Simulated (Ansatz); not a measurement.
**Match the barriers**

Saddle point of SiPH7O, singlet (SiH₄O ([OH][SiH3]) + PH₃ → SiPH₅ ([SiH3][PH2]) + H₂O; bonds formed: Si1–P7, O2–H6; bonds broken: Si1–O2, H6–P7), PBE0-D4/def2-TZVP structure:

| atom | x (Å) | y (Å) | z (Å) |
| --- | --- | --- | --- |
| Si1 | -0.9789 | 0.3927 | -0.2444 |
| O2 | 0.2386 | 1.0105 | 0.9476 |
| H3 | -1.6988 | -0.8737 | 0.0468 |
| H4 | -1.9572 | 1.4127 | 0.3050 |
| H5 | -0.8553 | 0.8127 | -1.6589 |
| H6 | 1.0339 | 0.2022 | 0.8973 |
| P7 | 1.1924 | -1.0402 | -0.3550 |
| H8 | -0.0548 | 1.4575 | 1.7512 |
| H9 | 0.9998 | -2.4282 | -0.2486 |
| H10 | 2.0805 | -0.9460 | -1.4410 |

Ansatz 0.2.0; basis: def2-TZVPP, with def2-QZVPP for the basis limit; cores frozen in the correlated methods. B3LYP uses VWN-RPA correlation. Extrapolation: Hartree–Fock as exp(−7.88 √X), correlation as X^−2.97. Four methods, as single points on the PBE0-D4 structures, gave these electronic barriers from the start structure: 53.06, 55.56, 57.87, 73.83 kcal/mol.

(1) The methods were, in alphabetical order, B3LYP-D4, BLYP-D4, CCSD(T), HF. Which gave which? (Judge from chemistry; the calculation decides.)

T1 diagnostic: at most 0.013.

Answers

(1) Computed: BLYP-D4 53.06; B3LYP-D4 55.56; CCSD(T) 57.87; HF 73.83 kcal/mol. For comparison, CCSD(T) at an estimated basis limit (MP2 extrapolated from triple and quadruple zeta, plus CCSD(T) − MP2 in triple zeta) gives 56.56 kcal/mol.

Labels in which every atom is bracketed show which atoms are joined, not bond orders.

For scale, one of the runs: CCSD(T)/def2-TZVPP, 213 basis functions, launched by `ansatz run in.yaml --threads 4 --pin off --events-out ev --progress --plain --max-ram 9574MiB`. Hardware: 4 CPU threads of an AMD EPYC 7R43, shared host. Wall time 43 s; peak host memory 2.9 GiB.
